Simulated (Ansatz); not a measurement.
## Relaxing MoS₂

The calculation used Ansatz 0.2.0, DFT r2SCAN, scalar-relativistic, plane waves, PAW. Cutoff 500 eV, Γ-centred k mesh, Gaussian smearing, no spin polarisation in the final step.

The start is a database structure of MoS₂, space group P6_3/mmc (No. 194).

```yaml
crystal:
  lattice:
    - [3.19224, 0.00000, 0.00000]
    - [-1.59612, 2.76456, 0.00000]
    - [0.00000, 0.00000, 13.37829]
  atoms:
    - { symbol: Mo, position: [0.66667, 0.33333, 0.25000] }
    - { symbol: Mo, position: [0.33333, 0.66667, 0.75000] }
    - { symbol: S, position: [0.66667, 0.33333, 0.63308] }
    - { symbol: S, position: [0.33333, 0.66667, 0.36692] }
    - { symbol: S, position: [0.66667, 0.33333, 0.86692] }
    - { symbol: S, position: [0.33333, 0.66667, 0.13308] }
```

Steps on the 12×12×2 mesh (6 atoms). 4 of 6 steps are shown, and the free energy counts from the last. Trial steps that were taken back and renewals of the plane-wave basis can be among the rows.

| step | ΔF (meV/atom) | V (Å³/atom) | P (GPa) | largest force component (eV/Å) |
| --- | --- | --- | --- | --- |
| 1 | 2.2 | 19.68 | -1.80 | 0.254 |
| 2 | 0.4 | 19.34 | 0.41 | 0.106 |
| 3 | 0.1 | 19.15 | 0.22 | 0.005 |
| 6 | 0.0 | 19.01 | 0.01 | 0.000 |

A final relaxation ran on a 12×12×2 mesh. The relaxed crystal, P6_3/mmc (No. 194):

```cif
data_structure
_symmetry_space_group_name_H-M 'P6_3/mmc'
_symmetry_Int_Tables_number 194
_cell_length_a 3.1843
_cell_length_b 3.1843
_cell_length_c 12.9904
_cell_angle_alpha 90.000
_cell_angle_beta 90.000
_cell_angle_gamma 120.000
_cell_volume 114.07
loop_
_atom_site_label
_atom_site_type_symbol
_atom_site_symmetry_multiplicity
_atom_site_Wyckoff_symbol
_atom_site_fract_x
_atom_site_fract_y
_atom_site_fract_z
_atom_site_occupancy
Mo1 Mo 2 d 0.66667 0.33333 0.25000 1
S1 S 4 f 0.66667 0.33333 0.63047 1
```

For MoS₂, the volume per atom is 19.0 Å³ and the density is 4.7 g/cm³. The energy over the elements is -0.977 eV/atom. The gap on the 12×12×2 mesh is 1.16 eV.

The zero of energy is the elements' standard structures at the same level; no fitted shifts are applied.

The final run used a 12×12×2 mesh on its 6-atom cell and 0.02 eV smearing. Weakly bound directions are ill-defined at this level, which has no dispersion term.

A structure relaxed within its symmetry needn't be a true minimum.

Cost: 2 runs of about 1.1 core-minutes in all, on Intel Xeon 6975P-C (Granite Rapids) (shared hosts).